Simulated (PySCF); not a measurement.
Compound: boron monofluoride, BF (singlet state).
Numbering: `[B:1][F:2]`

Geometry (PBE0-D3(BJ)/def2-SVP, Å), atoms numbered from 1 in this order:
```xyz
2
BF angstrom
B      0.634   -0.007   -0.004
F     -0.629    0.010   -0.024
```

The calculation used PBE0-D3(BJ)/def2-SVP geometry optimisation, gas phase (PySCF).

Take the most abundant isotopes and a rigid rotor. 

What are the moment of inertia and the rotational constant?

I = 11.119 u·Å², B = 505379 MHz·u·Å²/I = 45451 MHz (1.5161 cm⁻¹, or 2.181 K as hB/k). For two atoms I = μr² with μ = 6.9702 u and r = 1.2630 Å.

List the first levels of a rigid rotor in a Σ state.

E(J) = BJ(J+1): J = 1: 3.032, J = 2: 9.096, J = 3: 18.193, J = 4: 30.321, J = 5: 45.482, J = 6: 63.675 cm⁻¹.

Where do the first rotational lines fall?

The dipole is 1.20 D; J+1 ← J lies at 2B(J+1): 1 ← 0 at 90.90 GHz, 2 ← 1 at 181.80 GHz, 3 ← 2 at 272.70 GHz, 4 ← 3 at 363.61 GHz, 5 ← 4 at 454.51 GHz, 6 ← 5 at 545.41 GHz.

Estimate the classical rotational partition function at 25 K, 50 K and 298.15 K.

Point group C∞v, symmetry number σ = 1; q = kT/(σhB), k/h = 20836.6 MHz/K: 11.5 at 25 K, 22.9 at 50 K, 137 at 298.15 K.

Not checked by PBE0-D3(BJ)/def2-SVP frequencies. Zero-point vibration and centrifugal distortion are left out.

Cost: under 1 s of CPU time on one thread; the machine was shared, so the figure is rough. These figures are those of the optimisation.
